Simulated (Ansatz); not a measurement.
Stretching the C3–H7 bond in propyne (SMILES C#CC) (multiplicity 1 held, fragments rigid). Energies count from the point at 1.062 Å.
Geometry at that point (charge 0, multiplicity 1):
```
atom    x (Å)    y (Å)    z (Å)
----  -------  -------  -------
C     -1.2195  -0.1258  -0.1571
C      0.2152   0.0222   0.0277
C      1.3987   0.1443   0.1802
H     -1.4460  -1.0066  -0.7612
H     -1.6396   0.7464  -0.6621
H     -1.7270  -0.2362   0.8033
H      2.4464   0.2524   0.3152
```

Signs of static correlation in cc-pVDZ, from Ansatz (a program for electronic structure) runs.

```
R (Å)  T1 of restricted CCSD  ⟨S²⟩ of UHF  largest double amplitude of restricted CCSD
-----  ---------------------  -----------  -------------------------------------------
0.850                  0.011        0.000                                        0.070
0.956                  0.011        0.000                                        0.070
1.062                  0.011        0.000                                        0.069
1.168                  0.011        0.000                                        0.068
1.274                  0.011        0.000                                        0.068
1.434                  0.011        0.000                                        0.073
1.593                  0.012        0.023                                        0.122
1.858                  0.014        0.776                                            …
2.124                  0.019        1.085                                        0.315
2.442                      …        1.232                                        0.456
2.867                  0.037        1.294                                        0.638
3.398                  0.046        1.312                                        0.797
```

What belongs in the gaps?


- 1.858, largest double amplitude of restricted CCSD: 0.211
- 2.442, T1 of restricted CCSD: 0.026

Doubts at one or more of the structures used: a restricted determinant that unrestricted orbitals would lower (R-CCSD(T)/cc-pVDZ); other coupled-cluster roots lie near (R-CCSD(T)/cc-pVDZ); a spin-contaminated determinant (U-CCSD(T)/cc-pVDZ); T1 above 0.05 (U-CCSD(T)/cc-pVDZ); the program's own flag: large difference (U-CCSD(T)/cc-pVDZ).
